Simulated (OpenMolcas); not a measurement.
# C2H4F2 (1,1-difluoroethane): levels of theory compared

We compute a comparison of 6 runs (HF/6-311+G**, B3LYP/6-311+G**, SVWN5/6-311+G**, r2SCAN/6-311+G**, revPBE/6-311+G**, MP2/6-311+G**) of C2H4F2 (1,1-difluoroethane). 

The results are computed with OpenMolcas 26.06.

### Step 1. The system as given

C2H4F2 has 8 atoms, charge 0, and is taken as a singlet. As SMILES, `CC(F)F`. The C2–H8 distance was set to 1.643 Å, away from the relaxed value. At this shape a bond of the SMILES string is far longer than usual.

Bond lengths: C1–C2 1.497 Å, C2–F3 1.361 Å, C2–F4 1.361 Å, C1–H5 1.091 Å, C1–H6 1.091 Å, C1–H7 1.090 Å. Angles: C1–C2–F3 110.3°, C1–C2–F4 110.3°, F3–C2–F4 107.0°, C2–C1–H5 109.4°, C2–C1–H6 109.9°, C2–C1–H7 109.9°, H5–C1–H6 109.3°, H5–C1–H7 109.3°, H6–C1–H7 109.1°. A long bond or contact: C2–H8 1.643 Å.

### Step 2. A single-point energy at HF/6-311+G(d,p) (run 1)

The input, coord.xyz:

```xyz
8

C      0.480309     0.986682    -0.145536
C      0.425009    -0.509118    -0.177036
F      1.402509    -1.034318     0.610264
F      0.645209    -0.963018    -1.440736
H      1.458409     1.320982    -0.494236
H      0.319809     1.341882     0.872964
H     -0.293991     1.399682    -0.792836
H     -1.006100    -1.136400     0.329500
```

The input, calc.input:

```
&GATEWAY
  BASLIB=$CurrDir
  COORD=coord.xyz
  BASIS=6-311pGss
  GROUP=NoSym

&SEWARD

&SCF
  THRESHOLDS=1e-10 1e-07 1e-07 1e-05
  PRORBITALS=1 1
```

The basis set 6-311+G** is read from a file made from the Basis Set Exchange's data (not shown).

Launch:

```bash
export MOLCAS_MEM=1860
pymolcas calc.input > calc.log
```

The log of the run:

```text
--- Start Module: gateway ---
[...]
--- Stop Module: gateway /rc=_RC_ALL_IS_WELL_ ---
--- Start Module: seward ---
[...]
      Basis functions          112
--- Stop Module: seward /rc=_RC_ALL_IS_WELL_ ---
[...]
--- Start Module: scf ---
[...]
       Convergence after  13 Iterations
[...]
::    Total SCF energy                               -276.9404455646
[...]
      Total spin, S                                     0.0000000000
[...]
      Total electronic charge=   34.000000
      Total            charge=   -0.000000
[...]
      Dipole Moment (debye):
      Origin of the operator (angstrom)=    0.7610   -0.4432   -0.2989
                   X= -1.0840E+00               Y=  2.1616E+00               Z=  4.7592E-01           Total=  2.4646E+00
      Quadrupole Moment (debye*angstrom):
[...]
--- Stop Module: scf /rc=_RC_ALL_IS_WELL_ ---
[...]
```

It took 13 s on 1 thread of Arm Neoverse V1, shared host; peak memory 0.67 GiB.

### Step 3. A single-point energy at B3LYP/6-311+G(d,p) (run 2)

The input, test.inp:

```
&GATEWAY
 BasLib=$CurrDir
 Coord
 8
 angstrom
 C        0.480309       0.986682      -0.145536
 C        0.425009      -0.509118      -0.177036
 F        1.402509      -1.034318       0.610264
 F        0.645209      -0.963018      -1.440736
 H        1.458409       1.320982      -0.494236
 H        0.319809       1.341882       0.872964
 H       -0.293991       1.399682      -0.792836
 H       -1.006100      -1.136400       0.329500
 Basis=6-311pGss
 Group=NoSym

&SEWARD
 GridInput
 Grid=UltraFine
 End of Grid

&SCF
 KSDFT=B3LYP
 Thresholds=1e-10 1e-07 1e-07 1e-05
 PrOrbitals=1 2
```

The basis set 6-311+G** is read from a file made from the Basis Set Exchange's data (not shown).

Launch:

```bash
export MOLCAS_MEM=1860
pymolcas test.inp > test.log
```

The log of the run:

```text
--- Start Module: gateway ---
[...]
--- Stop Module: gateway /rc=_RC_ALL_IS_WELL_ ---
--- Start Module: seward ---
[...]
      Basis functions          112
--- Stop Module: seward /rc=_RC_ALL_IS_WELL_ ---
[...]
--- Start Module: scf ---
[...]
       Convergence after  15 Iterations
[...]
::    Total KS-DFT energy                            -278.3307160013
[...]
      Total spin, S                                     0.0000000000
[...]
      Total electronic charge=   34.000000
      Total            charge=   -0.000000
[...]
      Dipole Moment (debye):
      Origin of the operator (angstrom)=    0.7610   -0.4432   -0.2989
                   X= -8.6691E-01               Y=  2.0065E+00               Z=  3.9034E-01           Total=  2.2203E+00
      Quadrupole Moment (debye*angstrom):
[...]
--- Stop Module: scf /rc=_RC_ALL_IS_WELL_ ---
[...]
```

Wall time 45 s (1 thread of Arm Neoverse V1, shared host); peak memory 0.67 GiB.

Run 3 isn't shown in full; the table further down has it.

### Step 4. A single-point energy at r2SCAN/6-311+G(d,p) (run 4)

The input, input.xyz:

```xyz
8

C      0.480309     0.986682    -0.145536
C      0.425009    -0.509118    -0.177036
F      1.402509    -1.034318     0.610264
F      0.645209    -0.963018    -1.440736
H      1.458409     1.320982    -0.494236
H      0.319809     1.341882     0.872964
H     -0.293991     1.399682    -0.792836
H     -1.006100    -1.136400     0.329500
```

The input, mol.input:

```
>>> EXPORT MOLCAS_PRINT=2
&GATEWAY
BasLib
$CurrDir
Coord
input.xyz
Basis
6-311pGss
Group
NoSym
&SEWARD
GridInput
Grid=UltraFine
End of Grid
&SCF
KSDFT
2
1.0 MGGA_X_R2SCAN
1.0 MGGA_C_R2SCAN
Thresholds
1e-10 1e-07 1e-07 1e-05
PrOrbitals
1 2
```

The basis set 6-311+G** is read from a file made from the Basis Set Exchange's data (not shown).

Launch:

```bash
export MOLCAS_MEM=1860
pymolcas mol.input > mol.log
```

The log of the run:

```text
--- Start Module: gateway ---
[...]
--- Stop Module: gateway /rc=_RC_ALL_IS_WELL_ ---
--- Start Module: seward ---
[...]
      Basis functions          112
--- Stop Module: seward /rc=_RC_ALL_IS_WELL_ ---
[...]
--- Start Module: scf ---
[...]
       Convergence after  14 Iterations
[...]
::    Total KS-DFT energy                            -278.1963422258
[...]
      Total spin, S                                     0.0000000000
[...]
      Total electronic charge=   34.000000
      Total            charge=   -0.000000
[...]
      Dipole Moment (debye):
      Origin of the operator (angstrom)=    0.7610   -0.4432   -0.2989
                   X= -7.5147E-01               Y=  2.0053E+00               Z=  3.4769E-01           Total=  2.1696E+00
      Quadrupole Moment (debye*angstrom):
[...]
--- Stop Module: scf /rc=_RC_ALL_IS_WELL_ ---
[...]
```

Run time: 56 s. Hardware: 1 thread of Arm Neoverse V1, shared host; peak memory 0.67 GiB.

Run 5 isn't shown in full; the table further down has it.

### Step 5. A single-point energy at MP2/6-311+G(d,p) (run 6)

The input, job.inp:

```
>>> EXPORT MOLCAS_PRINT=2
&GATEWAY
BasLib
$CurrDir
Coord
8
angstrom
C        0.480309       0.986682      -0.145536
C        0.425009      -0.509118      -0.177036
F        1.402509      -1.034318       0.610264
F        0.645209      -0.963018      -1.440736
H        1.458409       1.320982      -0.494236
H        0.319809       1.341882       0.872964
H       -0.293991       1.399682      -0.792836
H       -1.006100      -1.136400       0.329500
Basis
6-311pGss
Group
NoSym
&SEWARD
&SCF
Thresholds
1e-10 1e-07 1e-07 1e-05
PrOrbitals
0
&MBPT2
Frozen
4
```

The basis set 6-311+G** is read from a file made from the Basis Set Exchange's data (not shown).

Launch:

```bash
export MOLCAS_MEM=1860
pymolcas job.inp > job.log
```

The log of the run:

```text
--- Start Module: gateway ---
[...]
--- Stop Module: gateway /rc=_RC_ALL_IS_WELL_ ---
[...]
      Basis functions          112
[...]
--- Start Module: scf ---
[...]
       Convergence after  13 Iterations
[...]
::    Total SCF energy                               -276.9404455646
[...]
      Total spin, S                                     0.0000000000
[...]
      Total electronic charge=   34.000000
      Total            charge=   -0.000000
[...]
      Dipole Moment (debye):
      Origin of the operator (angstrom)=    0.7610   -0.4432   -0.2989
                   X= -1.0840E+00               Y=  2.1616E+00               Z=  4.7592E-01           Total=  2.4646E+00
      Quadrupole Moment (debye*angstrom):
[...]
--- Stop Module: scf /rc=_RC_ALL_IS_WELL_ ---
[...]
--- Start Module: mbpt2 ---
[...]
WARNING!
Default frozen orbitals as non valence orbitals is overwritten by user input.
Default values:   4
[...]
       Reference weight ( Cref**2 )         =        0.84307
::    Total MBPT2 energy                             -277.6634918331
[...]
      Total MBPT2 calculations                           0.63      0.70
--- Stop Module: mbpt2 /rc=_RC_ALL_IS_WELL_ ---
[...]
```

It took 14 s on 1 thread of Arm Neoverse V1, shared host; peak memory 0.67 GiB.

### Step 6. The series

```tsv
run	level	integration grid	frozen core orbitals	energy (Eh)	dipole moment (D) of the reference	HOMO energy (eV)	LUMO energy (eV)	wall time
1	HF/6-311+G**	–	–	-276.940446	2.46	-12.08	1.95	13 s
2	B3LYP/6-311+G**	UltraFine	–	-278.330716	2.22	-8.61	-1.17	45 s
3	SVWN5/6-311+G**	UltraFine	–	-276.332204	2.17	-7.46	-1.83	34 s
4	r2SCAN/6-311+G**	UltraFine	–	-278.196342	2.17	-7.67	-1.48	56 s
5	revPBE/6-311+G**	UltraFine	–	-278.240887	2.07	-7.32	-1.69	42 s
6	MP2/6-311+G**	–	4	-277.663492	2.46	-12.08	1.95	14 s
```

### Step 7. What came out

| quantity | value |
| --- | --- |
| run 6: total energy | -277.66349 Eh |
| run 6: dipole moment (mean-field density) | 2.46 D |
| run 6: HOMO energy (Hartree–Fock orbitals) | -12.08 eV |
| run 6: LUMO energy (Hartree–Fock orbitals) | 1.95 eV |
| run 6: HOMO–LUMO gap (Hartree–Fock orbitals) | 14.03 eV |
| run 6: correlation energy (4 core orbitals frozen) | -723.0 mEh |

**Reading.** Over runs 1, 2, 3, 4, 5 the dipole moment (its size) runs from 2.07 D (revPBE/6-311+G**) to 2.46 D (HF/6-311+G**). Over runs 1, 2, 3, 4, 5 the HOMO–LUMO gap runs from 5.63 eV (SVWN5/6-311+G**) to 14.03 eV (HF/6-311+G**). Exact exchange widens orbital gaps. Totals of different functionals can't be ranked against each other. All runs together took 3.4 min, the longest 56 s.
